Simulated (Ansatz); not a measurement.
# C3H6O3: ranking of conformers

Aim: a ranking of conformers, for C3H6O3, run from a script.

All numbers are computed with Ansatz 0.2.0 through its Python package. Level of theory: r2SCAN+D3(BJ)/6-31G*.

### 1 The structure

The script builds its own geometries from the SMILES O=C(O)CCO.

The script holds or builds the structure itself.

### 2 Script

The input, conformers_c3h6o3.py:

```python
"""Rank force-field conformers of C3H6O3 by single points."""

from dataclasses import dataclass

import ansatz as az
from rdkit import Chem
from rdkit.Chem import AllChem


@dataclass(frozen=True)
class Options:
    basis: str = "6-31G*"
    functional: str = "r2SCAN"
    dispersion: str = "d3bj"


settings = Options()


def main() -> None:
    rd = Chem.AddHs(Chem.MolFromSmiles("O=C(O)CCO"))
    ids = list(AllChem.EmbedMultipleConfs(rd, numConfs=20, randomSeed=792, pruneRmsThresh=0.4))
    field = [energy for _, energy in AllChem.MMFFOptimizeMoleculeConfs(rd)]
    distinct = {round(e, 2): i for i, e in zip(ids, field)}
    chosen = sorted(distinct.items())[:3]
    found = []
    for force_field, index in chosen:
        geometry = az.Crystal.molecule()
        for atom, xyz in zip(rd.GetAtoms(), rd.GetConformer(index).GetPositions()):
            geometry = geometry.atom(atom.GetSymbol(), xyz.round(5).tolist())
        base = (
            geometry.calculation()
            .basis(gaussian=settings.basis)
            .functional(settings.functional, dispersion=settings.dispersion)
        )
        found.append(base.run(threads=1, backend="cpu").report["free_energy_ev"])
    print("conformer   MMFF (kcal/mol)   this level (eV)")
    for (force_field, index), e in zip(chosen, found):
        print(f"{index:9d} {force_field - chosen[0][0]:17.2f} {(e - min(found)):17.3f}")


if __name__ == "__main__":
    main()
```

### 3 The calls as engine input

The package turns the script's settings into the engine's input (first run):

```yaml
crystal:
  periodic: [false, false, false]
  atoms:
    - { symbol: O, position_ang: [1.27017, 1.08667, 0.583] }
    - { symbol: C, position_ang: [1.08331, -0.0955, 0.34477] }
    - { symbol: O, position_ang: [2.07475, -0.99455, 0.49191] }
    - { symbol: C, position_ang: [-0.20544, -0.73114, -0.08736] }
    - { symbol: C, position_ang: [-1.15583, 0.31447, -0.64688] }
    - { symbol: O, position_ang: [-1.67293, 1.13686, 0.39375] }
    - { symbol: H, position_ang: [2.84223, -0.46794, 0.80002] }
    - { symbol: H, position_ang: [-0.64358, -1.23325, 0.78104] }
    - { symbol: H, position_ang: [0.01683, -1.46608, -0.86815] }
    - { symbol: H, position_ang: [-0.67467, 0.9549, -1.39383] }
    - { symbol: H, position_ang: [-2.00867, -0.17921, -1.12297] }
    - { symbol: H, position_ang: [-0.92618, 1.67477, 0.7247] }
basis:
  gaussian:
    orbitals: "6-31G*"
hamiltonian:
  xc: r2scan
  dispersion: d3bj
```

### 4 Launch

The run is started by

```
> python conformers_c3h6o3.py
```

Without the output at hand: what should come out? Wanted: lowest; next above it by.

The runs gave:

| quantity | value |
| --- | --- |
| runs compared | 3 |
| lowest | run 1 |
| next above it by | 0.166 eV |

The structures are force-field minima, not relaxed at this level. Of those tried, run 1 is lowest; run 3 lies 0.166 eV above it. The conformers keep their force-field geometries. A dispersion term here runs with damping parameters fitted for another variant or functional.
